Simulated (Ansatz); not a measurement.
Ansatz (an electronic-structure program) input (CCSD(T)/6-31G*):

Ansatz 0.2 input:
```yaml
crystal:
  periodic: [false, false, false]
  atoms:
    - {symbol: C, position_ang: [0.00120855, 0.02708658, 0.35198259]}
    - {symbol: H, position_ang: [0.00587364, -0.08304392, 1.45078206]}
    - {symbol: C, position_ang: [-0.00664579, 1.48103266, 0.03757694]}
    - {symbol: H, position_ang: [-0.93626071, 2.03281437, -0.01005973]}
    - {symbol: H, position_ang: [0.91748488, 2.04131070, -0.01707847]}
    - {symbol: C, position_ang: [1.26857642, -0.66006722, -0.16919792]}
    - {symbol: H, position_ang: [1.30800293, -0.61547010, -1.26008847]}
    - {symbol: H, position_ang: [2.16712783, -0.17716068, 0.21971490]}
    - {symbol: H, position_ang: [1.29371115, -1.71022549, 0.12827181]}
    - {symbol: C, position_ang: [-1.26371755, -0.67167357, -0.15961002]}
    - {symbol: H, position_ang: [-1.31181055, -0.62747758, -1.25016920]}
    - {symbol: H, position_ang: [-1.27697189, -1.72200779, 0.13800506]}
    - {symbol: H, position_ang: [-2.16368700, -0.19701026, 0.23611246]}
basis:
  gaussian:
    orbitals: 6-31G*
magnetization: {spin_polarized: true, initial_magnetization: 1}
correlation: {method: ccsd_t, electrons: outside_noble_gas}
```

End of the output:

```
integrals: 0.11 GiB planned
864 factors; integrals over basis functions are off by at most 6.5e-4 eV
mean field: 0.22 GiB planned
mean field evaluation 1: about -4260.5975 eV, gradient 2.0e1 eV
mean field evaluation 2: about -4260.5962 eV, gradient 2.0e1 eV
mean field evaluation 4: about -4263.0536 eV, gradient 2.3e0 eV
mean field evaluation 8: about -4263.1030 eV, gradient 2.6e-4 eV
mean field evaluation 16: about -4263.0575 eV, gradient 2.3e0 eV
mean field evaluation 32: about -4263.1027 eV, gradient 5.3e-6 eV
mean field -4263.10269243 eV, -156.6661343121 hartree, gradient 1.5e-6 eV, S^2 0.762830; 1 other end points of the search recorded, 0 dependent functions left out
4 core orbitals not correlated
reference -4263.10269243 eV, -156.6661343121 hartree; 13, 12 occupied and 61, 62 virtual orbitals, 864 factors
second order -13.65457571 eV of doubles, -0.00000000 eV of singles
coupled cluster: 0.46 GiB planned
cycle   1  -14.65205725 eV  change    -1.0e0 eV  update   7.9e-2
cycle   2  -15.10415905 eV  change   -4.5e-1 eV  update   2.5e-2
cycle   3  -15.17064867 eV  change   -6.6e-2 eV  update   9.1e-3
cycle   4  -15.17324286 eV  change   -2.6e-3 eV  update   3.3e-3
cycle   5  -15.17355816 eV  change   -3.2e-4 eV  update   1.3e-3
cycle   6  -15.17350867 eV  change    4.9e-5 eV  update   4.2e-4
cycle   7  -15.17351569 eV  change   -7.0e-6 eV  update   1.4e-4
cycle   8  -15.17351216 eV  change    3.5e-6 eV  update   4.8e-5
cycle   9  -15.17350218 eV  change    1.0e-5 eV  update   1.9e-5
perturbative correction -0.41673928 eV, -0.0153148860 hartree
Total energy: -4278.69293389 eV, -157.2390651183 hartree
```

It need not be the lowest isomer of its formula.
